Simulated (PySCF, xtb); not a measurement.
Two structures of Al2H3O−

We compare a, a singlet given by its coordinates, with b, a singlet given by its coordinates. Both are isolated ions in the gas phase, relaxed with PBE0-D3(BJ)/def2-SVPD.

a (Å):

```yaml
atoms:
  - { symbol: Al, position_ang: [-0.8190, 1.6517, -1.8537] }
  - { symbol: Al, position_ang: [-2.0896, -0.3679, -1.0448] }
  - { symbol: O, position_ang: [-0.4392, 0.2624, -0.8245] }
  - { symbol: H, position_ang: [0.4558, 2.6881, -2.0333] }
  - { symbol: H, position_ang: [-2.3201, -1.6874, -1.9595] }
  - { symbol: H, position_ang: [-3.1352, -0.3108, 0.1938] }
```

Close contacts (Å): Al1–Al2 2.52, Al1–O3 1.77, Al2–O3 1.78, Al1–H4 1.65, Al2–H5 1.62, Al2–H6 1.62.

b (Å):

| atom | x (Å) | y (Å) | z (Å) |
| --- | --- | --- | --- |
| Al | -1.1395 | -1.2922 | -1.5123 |
| Al | -1.5540 | 1.2765 | -1.0637 |
| O | -0.8810 | -2.8876 | -1.7915 |
| H | -0.3920 | 1.7114 | -0.0168 |
| H | -1.4151 | 1.9832 | -2.5186 |
| H | -3.0516 | 1.3577 | -0.4425 |

Close contacts (Å): Al1–Al2 2.64, Al1–O3 1.64, Al2–H4 1.62, Al2–H5 1.62, Al2–H6 1.62.

Estimate E(b) − E(a) at the level CCSD(T)/def2-SVPD + ΔMP2/def2-TZVPPD.

Calculated at CCSD(T)/def2-SVPD + ΔMP2/def2-TZVPPD: E(b) − E(a) = +15.2 kcal/mol, so structure a lies lower.

Level by level:

```
                               level               geometry  E(b) − E(a) (kcal/mol)  departure from the last row (kcal/mol)  job, with rough time for the two
                            GFN2-xTB               GFN2-xTB                      +2.9                                   −12.3               optimisation, 0.1 s
                           HF/STO-3G               GFN2-xTB                     −29.4                                   −44.6               single point, 1.2 s
                 r2SCAN-D4/def2-SVPD               GFN2-xTB                      +8.9                                    −6.3                single point, 17 s
               PBE0-D3(BJ)/def2-SVPD  PBE0-D3(BJ)/def2-SVPD                     +15.0                                    −0.2                optimisation, 77 s
                        HF/def2-SVPD  PBE0-D3(BJ)/def2-SVPD                     +20.8                                    +5.6           part of the CCSD(T) run
                       MP2/def2-SVPD  PBE0-D3(BJ)/def2-SVPD                     +11.3                                    −3.9           part of the CCSD(T) run
                   CCSD(T)/def2-SVPD  PBE0-D3(BJ)/def2-SVPD                     +13.0                                    −2.2                      single point
CCSD(T)/def2-SVPD + ΔMP2/def2-TZVPPD  PBE0-D3(BJ)/def2-SVPD                     +15.2                                                        single point, 44 s
```

HF/STO-3G puts the two in the other order. The largest departure from CCSD(T)/def2-SVPD + ΔMP2/def2-TZVPPD is that of HF/STO-3G, 44.6 kcal/mol. The last row adds to CCSD(T) the change of the MP2 difference between the two basis sets, here +2.2 kcal/mol.

With thermal terms from frequencies at re-optimised GFN2-xTB minima (ideal gas, soft modes damped towards free rotors, one conformer each, 298.15 K, 1 atm): the zero-point term adds +0.9 kcal/mol; ΔH is +16.3 and ΔG +16.0 kcal/mol.

The T1 diagnostic of structure b is large, so the coupled-cluster value is less sure. The correlated steps freeze 11 core orbitals. Run with PySCF 2.14.0, xtb 6.7.1; the last row on 2 threads of Arm Neoverse V1 on a shared host.
